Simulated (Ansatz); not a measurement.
`N/C(F)=C\O`, charge 0, multiplicity 1.

Question: Give a relaxed structure at PBE0-D4/def2-TZVP (the Gaussian-basis code of Ansatz). (Best estimate.)

Answer: Computed: 
Z-matrix (Å, degrees):
```
N
C 1 1.390
H 1 1.013 2 113.1
H 1 1.013 2 113.1 3 -124.4
F 2 1.357 1 117.3 3 62.2
C 2 1.327 1 122.8 3 -117.8
O 6 1.350 2 123.2 1 -0.0
H 6 1.081 2 122.3 1 180.0
H 7 0.968 6 106.2 2 0.0
```
Point group Cs.
This is one stationary point; other conformers may exist.
